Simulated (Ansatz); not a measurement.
A nudged elastic band was laid between two geometries of BClFH (4 atoms, charge 0, multiplicity 1).

Theory: RKS r2SCANh/def2-SVP in Ansatz.

* movable images: 7
* climbing image: yes
* spring: 5.0 eV/Å²
* optimiser: quadratic models (default)
* start path: through a guess of the saddle point
* force threshold: 0.05 eV/Å
* iteration limit: 60
* end points: relaxed

First end point:

```xyz
4
Properties=species:S:1:pos:R:3
B 0.246 0.000 0.274
H -0.014 0.000 1.445
Cl 1.905 0.000 -0.278
F -0.714 0.000 -0.619
```

Last end point:

```xyz
4
Properties=species:S:1:pos:R:3
B -0.699 0.001 -0.160
H 1.389 0.000 0.566
Cl 2.621 0.000 0.992
F -1.887 0.000 -0.576
```

Task: What changes between the two ends?

Result: Bonds broken: B1–H2, B1–Cl3. Bonds formed: H2–Cl3. BClFH becomes BF + ClH.

Task: Give the energies along the band, and the barrier.

Result: The run converged. The highest image is number 3 of 0 to 8, 3.70 eV above the first end and 0.27 eV above the last; the last end lies 3.43 eV above the first. Neighbouring images differ by up to 2.1 eV, so the band resolves the path poorly. A vibrational analysis at the climbing image gives one clearly imaginary mode, 739i cm⁻¹: a first-order saddle point. The orbitals stay closed-shell, which can raise the energy where a bond breaks towards radicals; this wasn't checked here.

```json
{"image": "0", "path coordinate (Å)": "0.00", "energy (eV)": "0.00", "B1–H2 (Å)": "1.20", "B1–Cl3 (Å)": "1.75", "H2–Cl3 (Å)": "2.58"}
{"image": "1", "path coordinate (Å)": "0.42", "energy (eV)": "0.76", "B1–H2 (Å)": "1.16", "B1–Cl3 (Å)": "1.84", "H2–Cl3 (Å)": "2.18"}
{"image": "2", "path coordinate (Å)": "0.84", "energy (eV)": "2.84", "B1–H2 (Å)": "1.17", "B1–Cl3 (Å)": "2.16", "H2–Cl3 (Å)": "1.89"}
{"image": "3", "path coordinate (Å)": "1.26", "energy (eV)": "3.70", "B1–H2 (Å)": "1.32", "B1–Cl3 (Å)": "2.50", "H2–Cl3 (Å)": "1.61"}
{"image": "4", "path coordinate (Å)": "1.66", "energy (eV)": "3.54", "B1–H2 (Å)": "1.69", "B1–Cl3 (Å)": "2.82", "H2–Cl3 (Å)": "1.36"}
{"image": "5", "path coordinate (Å)": "2.05", "energy (eV)": "3.47", "B1–H2 (Å)": "1.98", "B1–Cl3 (Å)": "3.12", "H2–Cl3 (Å)": "1.32"}
{"image": "6", "path coordinate (Å)": "2.45", "energy (eV)": "3.46", "B1–H2 (Å)": "2.10", "B1–Cl3 (Å)": "3.31", "H2–Cl3 (Å)": "1.31"}
{"image": "7", "path coordinate (Å)": "2.84", "energy (eV)": "3.44", "B1–H2 (Å)": "2.17", "B1–Cl3 (Å)": "3.44", "H2–Cl3 (Å)": "1.31"}
{"image": "8", "path coordinate (Å)": "3.23", "energy (eV)": "3.43", "B1–H2 (Å)": "2.21", "B1–Cl3 (Å)": "3.51", "H2–Cl3 (Å)": "1.30"}
```

Task: What is the geometry of the highest image?

Result: 
```xyz
4
Properties=species:S:1:pos:R:3:forces:R:3
B -0.423 0.000 0.363 0.00 0.00 -0.03
H 0.707 0.000 1.054 0.02 0.00 0.02
Cl 2.067 0.000 0.198 -0.01 0.00 0.00
F -0.927 0.000 -0.793 0.00 0.00 0.01
```

The band took 13 iterations and of the order of 2.8 core-minutes.

The run took 2.8 min on 1 thread of Arm Neoverse V1, with other jobs on the host, peak memory 0.11 GiB.
